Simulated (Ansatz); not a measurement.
Geometry optimisation, RKS PBE0/def2-SVPD (Ansatz).

Input file:

```yaml
crystal:
  periodic: [false, false, false]
  atoms:
    - { symbol: Al, position_ang: [0.0, 0.0, 0.0] }
    - { symbol: "N", position_ang: [0.0, 0.0, 1.92] }
    - { symbol: H, position_ang: [-0.877, -0.2713, 2.45] }
    - { symbol: H, position_ang: [0.877, 0.2713, 2.45] }
    - { symbol: H, position_ang: [1.351, 0.0, -0.78] }
    - { symbol: H, position_ang: [-1.351, 0.0, -0.78] }
basis:
  gaussian: { orbitals: def2-SVPD }
hamiltonian:
  xc: pbe0
relax:
  f_tol: 0.02
  max_steps: 40
```

Run as:

```bash
$ ansatz run input.yaml --threads 2 --pin off --max-ram 3072MiB --backend cpu --events-out ev --progress --plain --runs-dir out
```

Task: Where does it end, and by what steps?

Result: The forces met the threshold. After 5 steps the energy has fallen by 0.400 eV; H3 moved furthest, 0.21 Å.

```tsv
step	energy less start (eV)	largest force component (eV/Å)	accepted
0	0.0000	2.452	yes
1	-0.3202	1.151	yes
2	-0.3810	0.604	yes
3	-0.3947	0.345	yes
4	-0.3997	0.042	yes
5	-0.3998	0.007	yes
```

```xyz
6
Properties=species:S:1:pos:R:3
Al 0.000 0.000 0.039
N 0.000 0.000 1.820
H -0.826 -0.073 2.400
H 0.826 0.073 2.400
H 1.398 0.124 -0.699
H -1.398 -0.124 -0.699
```

Time of the run: 4.8 s on 2 threads of Arm Neoverse V2 (shared host), peak memory 0.12 GiB.
